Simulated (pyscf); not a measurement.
7 gas-phase steps of one pattern: four-centre exchange on the singlet surface, Al–H + H–N or As–H + Ga–H or Ga–H + H–N or H–In + H–N broken and Al–N + H–H or As–Ga + H–H or Ga–N + H–H or H–H + In–N formed. Optimised with ωB97X-D3(BJ)/def2-SVP in PySCF. Electronic energies in eV, between the relaxed ends of the descent from the saddle (adducts or complexes of the species named), with the reactant end as zero; ΔE‡ and ΔE at ωB97X-D3(BJ)/def2-TZVP. Rows were drawn at random from the steps of this pattern with a verified saddle, stable references and a bound adduct at one end at least.

```
row                                      step     ΔE   ΔE‡
---  ----------------------------------------  -----  ----
1       H₃Ge–AsH₂ + GaH₃ → H₂Ga–AsH–GeH₃ + H₂  -0.58  0.85
2           H₂N–AlH₂ + NH₃ → H₂N–AlH–NH₂ + H₂  +0.37  1.37
3             HO–AlH₂ + NH₃ → H₂N–AlH–OH + H₂  +0.45  1.39
4    H₃C–GaH–CH₃ + NH₃ → H₃C–Ga(CH₃)–NH₂ + H₂  +0.51     ?
5             H₂Al–Cl + NH₃ → H₂N–AlH–Cl + H₂  +0.57  1.49
6                  NH₃ + GaH₃ → H₂N–GaH₂ + H₂  +0.64  1.68
7       Cl–InH–Cl + NH₃ -> H₂N–In(Cl)–Cl + H₂  +1.31  2.24
```

**Question.** From a straight line through the complete rows, estimate the missing barrier and say how far the line can be trusted.

**Answer.** Over the 6 complete rows the means are +0.46 (ΔE) and 1.50 (ΔE‡); least squares gives b = 0.73 and a = 1.17 eV, with residuals of 0.09 eV (root mean square; largest 0.11, row 7). For row 4: 1.17 + 0.73 × (+0.51) = 1.54 eV. The computed barrier is 1.55 eV, 0.01 over the line. The line follows the complete rows closely. Each barrier is that of the saddle found. Elements up to Kr have no core potential and no relativistic terms here. Elements past Kr carry the def2 core potentials, without spin-orbit coupling.
